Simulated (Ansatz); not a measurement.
Process, species as SMILES: N#N (N2) → N2+ (doublet, bonded as N#N) + e-
B3LYP-D3(BJ)/def2-TZVP geometries, fixed; electronic energies without zero-point terms.
Largest species:
```xyz
2

N      0.0000     0.0000    -0.5454
N      0.0000     0.0000     0.5454
```
Charge 0, spin multiplicity 1.

Basis-set convergence of the adiabatic ionisation energy at r2SCAN with Ansatz (a quantum-chemistry and plane-wave program). All functions are spherical. The program fits the integrals of some runs and decomposes those of others, by size. Open shells are unrestricted. No added dispersion term, no relativity. Functions are those of the species that has most. Reference: the value in aug-cc-pV5Z, 15.573 eV, itself unsure by roughly 0.002 eV (its mean distance from pcseg-4, aug-pcseg-3, aug-cc-pVQZ). Deviations are taken from unrounded values.

| basis | functions | adiabatic ionisation energy (eV) |
|---|---|---|
| cc-pVDZ | 28 | 15.437 |
| aug-cc-pVDZ | 46 | 15.564 |
| def2-SVP | 28 | 15.607 |
| def2-SVPD | 40 | 15.642 |
| pcseg-1 | 28 | 15.626 |
| aug-pcseg-1 | 46 | 15.652 |
| 6-311G** | 36 | 15.574 |
| 6-311+G** | 44 | 15.620 |
| cc-pVTZ | 60 | 15.549 |
| aug-cc-pVTZ | 92 | 15.579 |
| pcseg-2 | 60 | 15.577 |
| aug-pcseg-2 | 92 | 15.581 |
| def2-TZVPP | 62 | 15.564 |
| def2-TZVPPD | 74 | 15.571 |
| cc-pVQZ | 110 | 15.556 |
| aug-cc-pVQZ | 160 | 15.572 |
| def2-QZVPP | 114 | 15.557 |
| def2-QZVPPD | 126 | 15.570 |
| pcseg-3 | 120 | 15.570 |
| aug-pcseg-3 | 170 | 15.575 |
| cc-pV5Z | 182 | 15.565 |
| aug-cc-pV5Z | 254 | 15.573 |

What the diffuse functions change, pair by pair:
- cc-pVDZ to aug-cc-pVDZ: 18 more functions, deviation -0.136 to -0.009 eV
- def2-SVP to def2-SVPD: 12 more functions, deviation 0.034 to 0.069 eV
- pcseg-1 to aug-pcseg-1: 18 more functions, deviation 0.053 to 0.078 eV
- 6-311G** to 6-311+G**: 8 more functions, deviation 0.001 to 0.046 eV
- cc-pVTZ to aug-cc-pVTZ: 32 more functions, deviation -0.024 to 0.005 eV
- pcseg-2 to aug-pcseg-2: 32 more functions, deviation 0.004 to 0.008 eV
- def2-TZVPP to def2-TZVPPD: 12 more functions, deviation -0.009 to -0.002 eV
- cc-pVQZ to aug-cc-pVQZ: 50 more functions, deviation -0.017 to -0.001 eV
- def2-QZVPP to def2-QZVPPD: 12 more functions, deviation -0.016 to -0.003 eV
- pcseg-3 to aug-pcseg-3: 50 more functions, deviation -0.003 to 0.002 eV
- cc-pV5Z to aug-cc-pV5Z: 72 more functions, deviation -0.008 to 0.000 eV

Leaving out the reference's own pair, they bring the value nearer the reference by more than 0.002 eV in 5 of 10 pairs.
